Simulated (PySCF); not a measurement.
## Worked example: BH3, triplet against BH$_{3}$, singlet

Geometry (PBE0/def2-TZVP stationary point of a singlet), kept for both states:

```tsv
atom	x (Å)	y (Å)	z (Å)
B	0.0000	0.0000	0.0000
H	1.1934	0.0146	-0.0003
H	-0.6093	1.0262	-0.0028
H	-0.5841	-1.0408	0.0031
```

Basis cc-pVDZ; PySCF 2.14.0. Only valence electrons are correlated (noble-gas cores frozen). Prefix R: restricted or restricted open-shell reference; prefix U: unrestricted.

Full CI isn't at hand for all of this; RCCSDT serves as the reference. It lacks quadruple excitations, which often exceed the step from CCSD(T) to CCSDT. The frozen core follows each run's orbitals, which can shift R against U totals by a few meV.

The determinant for coupled cluster was chosen by trial CCSD, here up to 0.16 eV above the lowest Hartree–Fock solution of its kind, and MP2 stands on that determinant too.

```csv
level,"E(BH3, singlet) (hartree)","E(BH3, triplet) (hartree)"
UMP2,-26.482845,-26.280633
UCCSD(T),-26.508410,-26.307711
PBE,-26.539483,-26.358805
B3LYP,-26.609398,-26.416101
RCCSDT,-26.508763,-26.308251
```

Task: Give the vertical gap, BH3 triplet less BH3 singlet, at each level in eV (1 hartree = 27.2114 eV), and each error against RCCSDT.

Result: RCCSDT: (-26.308251 − (-26.508763)) × 27.2114 = 5.456 eV (the reference)
B3LYP: (-26.416101 − (-26.609398)) × 27.2114 = 5.260 eV, error -0.196 eV
PBE: (-26.358805 − (-26.539483)) × 27.2114 = 4.917 eV, error -0.539 eV
UCCSD(T): (-26.307711 − (-26.508410)) × 27.2114 = 5.461 eV, error 0.005 eV
UMP2: (-26.280633 − (-26.482845)) × 27.2114 = 5.502 eV, error 0.046 eV

Total energies of functionals can't be set beside those of wave-function methods, since they hold the core's correlation and their own absolute errors; only the differences compare.

In so small a basis the reference is far from its limit while semilocal and hybrid functionals are nearer theirs, so the functionals' errors here hold much of the reference's basis and frozen-core error, which can add to them or hide them.

Each level lands on the state that its own search finds. T1 diagnostics of restricted CCSD: 0.005 and 0.020.
